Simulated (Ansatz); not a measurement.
Two shapes of singlet CH3Cl.

Shape 1:

```xyz
5

C     0.0000    0.0000   -1.1193
Cl    0.0000    0.0000    0.6560
H     0.0000   -1.0366   -1.4786
H    -0.8977    0.5183   -1.4786
H     0.8977    0.5183   -1.4786
```

Shape 2:

```xyz
5

C     0.0000    0.0000   -1.0298
Cl    0.0000    0.0000    0.6035
H     0.0000   -0.9537   -1.3603
H    -0.8259    0.4768   -1.3603
H     0.8259    0.4768   -1.3603
```

Basis set: cc-pVTZ (spherical functions). Left uncorrelated: 6 orbitals. Charge 0, multiplicity 1.

Computed with Ansatz (development build ahead of 0.2.0); each method stands on the lowest determinant of its kind that the runs found.

Which shape is lower in energy, and by how much in each method?

```tsv
method	E(2) − E(1) (eV)
RHF	0.620
RHF-MP2	0.647
```

Shape 1 is lower.
